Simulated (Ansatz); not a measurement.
Bulk modulus B0 (GPa) along a series of related solids, from LDA (PAW; Ansatz, a program for electronic structure); HSE06-D3(BJ) (Ansatz, PAW).

```json
[
 {"solid": "zinc-blende BP", "LDA": "176", "HSE06-D3(BJ)": "182", "measured": "176 (168–176)"},
 {"solid": "zinc-blende AlP", "LDA": "90.0", "HSE06-D3(BJ)": "97.3", "measured": "–"},
 {"solid": "zinc-blende GaP", "LDA": "90.0", "HSE06-D3(BJ)": "95.5", "measured": "89.6"},
 {"solid": "zinc-blende InP", "LDA": "71.2", "HSE06-D3(BJ)": "76.5", "measured": "72"}
]
```

HSE06-D3(BJ) less measured, from the printed values: zinc-blende BP +3.4 %, zinc-blende GaP +6.6 %, zinc-blende InP +6.2 %.

A member of the series is missing where a level wasn't run or failed, where a doubt is noted on the run or the magnetic state, for phases of high temperature or layered ones, and where values are held back for tests.

Spin–orbit coupling is left out, also for the solids with elements from indium on (zinc-blende InP); its size isn't shown.

A dash: no measured value is used.

Each level is taken at its own relaxed cell. Ansatz's density-functional and Hartree–Fock values are scalar-relativistic unless marked +SOC, with PAW data made under PBE.

Measured values are for low temperature or corrected to a static lattice. References as tabulated in Mejia-Rodriguez and Trickey (2018), arXiv:1807.09216; Goldzak et al. (2022), arXiv:2208.04865.

Brackets give the range of the sources taken for a reference, where it is wide; it can hold other temperatures.
